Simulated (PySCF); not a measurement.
Coordinates in bohr (charge 1 multiplicity 1):
```
Cl    0.0000    0.0000    0.0000
Na    0.0000    0.0000    4.6578
Na    0.0000    0.0000   -4.6578
```

Computed with PySCF, PBE0, basis Cl def2-TZVP, Na def2-TZVP (no relativity, density fitting).

This geometry of Na₂Cl⁺ is a stationary point at this level.

(1) What is the point group?

(2) Is it a minimum?

(3) What are the dipole moment and the gap between the highest occupied and lowest empty levels?

(4) Give the ideal-gas entropy at 298.15 K and 1 bar by parts.

## Answers

(1) D∞h.

(2) Yes: all harmonic wavenumbers are real, though the softest, 41 cm⁻¹, leaves little margin.

(3) 0.00 D about the centre of mass and 6.80 eV.

(4) translation 163.7, rotation 70.2, vibration 57.0, spin 0.0; total 290.9 J/(mol K).

Only a few start shapes were tried, so a lower isomer may exist.
